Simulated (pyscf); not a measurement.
H₃C–GeH₃ -> H₃C–GeH₃ (concerted two-bond exchange; singlet surface; C–H, Ge–H broken, C–H, Ge–H formed). PySCF, gas phase, ωB97X-D3(BJ)/def2-SVP geometries. Correlated levels are frozen-core, on RHF or UHF. ΔMP2 is the change of the MP2 total energy from the triple- to the quadruple-zeta basis. Energies in eV from the reactant's lowest minimum found.

| level | barrier | reaction energy |
|---|---|---|
| ωB97X-D3(BJ)/def2-TZVP | 6.13 | 0.00 |
| PBE0-D3(BJ)/def2-TZVP | 5.98 | 0.00 |
| M06-2X/def2-TZVP | 6.04 | 0.00 |
| MP2/def2-QZVPP | 6.48 | 0.00 |
| CCSD/def2-TZVPP | 6.12 | 0.00 |
| CCSD(T)/def2-TZVPP | 6.02 | 0.00 |
| CCSD(T)/def2-TZVPP + ΔMP2(QZVPP) | 6.02 | 0.00 |

The same reactants have a lower exit, to GeH₂ [singlet] + CH₄ (barrier +2.78 eV at ωB97M-D3(BJ), against +6.04 eV here). This is the saddle that the search found; another between the same sides may lie lower. A restricted solution here is unstable towards spin polarisation, so biradical character is likely and single-reference numbers are less safe. The CCSD(T) − MP2 part came from Ansatz, without density fitting, on the same reference. The frozen core leaves the outer d or s,p core shells of the metals and heavy elements correlated in the MP2 and CC values, and def2-TZVPP describes them poorly, which can shift differences by a few kcal/mol. Elements up to Kr have no core potential and no relativistic terms here.
